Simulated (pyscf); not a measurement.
Optimised with ωB97X-D3(BJ)/def2-SVP in PySCF. Correlated levels are frozen-core, on RHF or UHF. ΔMP2 is the change of the MP2 total energy from the triple- to the quadruple-zeta basis.

**Question.** What is the homolytic dissociation enthalpy (298 K, CCSD(T)/def2-TZVPP + ΔMP2(QZVPP)) of the C–Cl bond of H₃C–C≡C–Cl, to •C≡C–CH₃ + Cl•?

**Answer.** C–Cl to •C≡C–CH₃ + Cl•: 110.1 kcal/mol. The radicals are drawn with the spin at the cut bond; how far it spreads was not checked. •C≡C–CH₃ lies 43.4 kcal/mol over its isomer HC≡C–CH₂•, and others may lie lower still (electronic energy, ωB97M-D3(BJ)). The CCSD(T) − MP2 part came from Ansatz, without density fitting, on the same reference. An open-shell T1 diagnostic exceeds 0.045. A UHF reference is spin-contaminated (<S²> up to 1.11), which harms MP2 most. Left out: the spin-orbit lowering of Cl.
